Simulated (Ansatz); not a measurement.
Total energies of [B(CN)H3]- (CH₃BN⁻) from Ansatz at PBE-D4/def2-TZVPD, gas phase (1 Eh = 27.2114 eV = 2625.5 kJ/mol). The reference geometry is relaxed at r2SCAN-D4/def2-TZVPD.

| atom | x (Å) | y (Å) | z (Å) |
| --- | --- | --- | --- |
| B1 | -0.252 | -0.416 | 0.184 |
| C2 | 0.512 | 0.845 | -0.375 |
| N3 | 1.077 | 1.775 | -0.787 |
| H4 | -0.173 | -0.420 | 1.407 |
| H5 | 0.263 | -1.430 | -0.272 |
| H6 | -1.427 | -0.354 | -0.158 |

| state | geometry | energy (Eh) |
| --- | --- | --- |
| charge -1 singlet | reference | -119.44637 |
| charge 0 doublet | reference | -119.26943 |
| charge 0 doublet | relaxed at r2SCAN-D4/def2-TZVPD | -119.29700 |

Question: Work out the vertical ionisation energy to the doublet.

Answer: E(charge 0 doublet) − E(charge -1 singlet) = -119.26943 − (-119.44637) = 0.17694 Eh = 4.81 eV. For comparison, −ε of the highest occupied level is 1.54 eV at this level, 3.27 eV less.

Question: How much does the charge 0 doublet relax, and what is the adiabatic ionisation energy?

Answer: Relaxation: -119.26943 − (-119.29700) = 0.02757 Eh = 0.75 eV. Adiabatic ionisation energy: 0.14937 Eh = 4.06 eV, without zero-point energy. 

At PBE-D4/def2-TZVPD the gap within one spin of the charge 0 doublet nearly closes, so an electron or hole may be smeared out by delocalisation error.
